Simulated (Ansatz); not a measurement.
Input file:

```yaml
crystal:
  periodic: [false, false, false]
  atoms:
    - {symbol: B, position_ang: [0.000000, 0.000000, -1.674700]}
    - {symbol: B, position_ang: [0.000000, 0.000000, -0.133200]}
    - {symbol: Ge, position_ang: [0.000000, 0.000000, 1.807900]}
basis:
  gaussian: {orbitals: cc-pVDZ}
magnetization: {spin_polarized: false}
hamiltonian: {xc: {name: PBE}}
correlation: {method: ccsd_t, electrons: all, diis_vectors: 2}
scf: {lower_state_search: off}
```

```sh
$ ansatz run in.yaml --threads 1 --pin off --events-out ev --progress --plain --max-ram 2393MiB
```

**Question.** Roughly how long does this take on 1 thread of Arm Neoverse V2, shared host, and how much host memory?

**Answer.** 3.7 s wall and 0.14 GiB.

```
these checks for a lower state are left out or cut short: stability, starts, cluster_reference, orbital_swaps, neighbouring_geometries, increment
595 factors; integrals over basis functions are off by at most 1.3e-3 eV
mean field evaluation 1: about -57841.5604 eV, gradient 5.2e1 eV
mean field evaluation 2: about -57841.5582 eV, gradient 5.2e1 eV
mean field evaluation 4: about -57771.1310 eV, gradient 1.2e2 eV
mean field evaluation 8: about -57849.1079 eV, gradient 1.9e1 eV
mean field evaluation 16: about -57852.2696 eV, gradient 6.4e-3 eV
mean field -57852.26964984 eV, -2126.0316959547 hartree, gradient 6.1e-6 eV, S^2 0.000000; 0 other end points of the search recorded, 0 dependent functions left out
reference -57806.04135465 eV, -2124.3328374412 hartree; 21, 21 occupied and 34, 34 virtual orbitals, 595 factors
second order -11.50222467 eV of doubles, -0.96289252 eV of singles
cycle   1  -8.10375224 eV  change     3.2e0 eV  update   4.0e-1
cycle   2  -9.62262912 eV  change    -1.5e0 eV  update   3.2e-1
cycle   3  -9.82117137 eV  change   -2.0e-1 eV  update   5.1e-2
cycle   4  -9.84927424 eV  change   -2.8e-2 eV  update   2.6e-2
cycle   5  -9.97420854 eV  change   -1.2e-1 eV  update   1.7e-2
...
cycle  21  -9.96672524 eV  change   -5.6e-4 eV  update   1.3e-4
cycle  22  -9.96666952 eV  change    5.6e-5 eV  update   1.2e-4
cycle  23  -9.96650227 eV  change    1.7e-4 eV  update   8.0e-5
cycle  24  -9.96671285 eV  change   -2.1e-4 eV  update   5.5e-5
cycle  25  -9.96655868 eV  change    1.5e-4 eV  update   5.2e-5
cycle  26  -9.96659637 eV  change   -3.8e-5 eV  update   3.6e-5
cycle  27  -9.96666331 eV  change   -6.7e-5 eV  update   2.5e-5
cycle  28  -9.96658436 eV  change    7.9e-5 eV  update   2.2e-5
cycle  29  -9.96663388 eV  change   -5.0e-5 eV  update   1.5e-5
cycle  30  -9.96663641 eV  change   -2.5e-6 eV  update   1.3e-5
perturbative correction -1.49331042 eV, -0.0548781457 hartree
WARN: these amplitudes may be one of several solutions (largest doubles amplitude 0.19, level shift 1.25 eV)
Total energy: -57817.50130147 eV, -2124.7539827192 hartree
Checks for a lower state left out: stability, starts, cluster_reference, orbital_swaps, neighbouring_geometries, increment
```
